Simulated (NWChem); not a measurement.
Molecule: C$_{3}$H$_{4}$, triplet; SMILES of the neutral closed-shell parent C#CC

```xyz
7

C      0.0801    -1.1455     0.0000
C     -0.4808     0.2129     0.0000
C      0.0970     1.4136     0.0000
H     -0.2369    -1.7096    -0.8926
H     -0.2369    -1.7096     0.8926
H      1.1884    -1.1064     0.0000
H      1.1747     1.6557     0.0000
```
Atoms are numbered in this order, from 1.

Computed with NWChem. Spin-unrestricted. In the optimisation the excess spin sits in a' (Cs, its own frame). The geometry was optimised at PBE0/def2-SVP, spin-unrestricted. This spin state was assumed; another may lie lower. No stability test was run on the SCF state. Level: PBE0/def2-SVP with COSMO at NWChem's default radii, gas-phase geometry; the question gives the dielectric constant. Reactions with the solvent are ignored.

### Question
What does the run give for dielectric constant 11.7? Quantities: electrostatic solvation energy (kcal/mol); dipole in solution (D).

### Answer
| Quantity | Result |
|---|---|
| electrostatic solvation energy (kcal/mol) | -2.2 |
| dipole in solution (D) | 2.25 |
